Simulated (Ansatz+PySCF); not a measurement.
Two shapes of doublet C2H3O2.

Shape 1:

```xyz
7

C     0.0000   -0.1165   -1.0438
C     0.0000    0.2953    0.2889
O     0.0000   -0.7497    1.1625
H     0.0000   -0.3612    2.0490
H     0.0000   -1.1656   -1.3043
H     0.0000    0.6439   -1.8107
O     0.0000    1.4538    0.6584
```

Shape 2:

```xyz
7

C     0.0000   -0.1283   -1.0820
C     0.0000    0.3042    0.3176
O     0.0000   -0.7408    1.1911
H     0.0000   -0.3523    2.0777
H     0.0000   -1.1774   -1.3426
H     0.0000    0.6321   -1.8489
O     0.0000    1.4626    0.6871
```

Basis set: cc-pVTZ (spherical functions). Frozen core: 4 orbitals. Correlation on ROHF uses semicanonical orbitals with singles. Charge 0, multiplicity 2.

Computed with Ansatz (development build ahead of 0.2.0) and PySCF 2.14.0; each method stands on the lowest determinant of its kind that the runs found.

(1) Which shape is lower in energy, and by how much in each method?

## Answers

(1)

```csv
method,E(2) − E(1) (eV)
ROHF,-0.063
UHF,-0.034
ROHF-MP2,-0.048
UHF-MP2,-0.080
```

Shape 2 is lower.
